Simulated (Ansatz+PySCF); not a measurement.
Values are calculated unless marked as measured or tabulated.
## PySCF 2.14.0 run

```python
from pyscf import gto, scf, cc

mol = gto.M(atom="""
F 0.000000 0.000000 0.000000
Al 0.542330 0.723110 1.565580
""", basis='sto-3g', charge=1, spin=3)
mf = scf.UHF(mol)
mf.kernel()
mycc = cc.CCSD(mf, frozen=6).run()
et = mycc.ccsd_t()
print(mf.e_tot, mycc.e_corr, et, mycc.e_tot + et)
```

The script is written out from the run's settings.

The run gave:

- Converged: yes
- Reference energy: -336.70073 hartree
- CCSD correlation energy: -0.00721 hartree
- Triples correction: -0.00060 hartree
- Total energy: -336.70855 hartree
- Spin squared of the determinant: 3.751

Caution: large amplitudes, a single reference is doubtful.
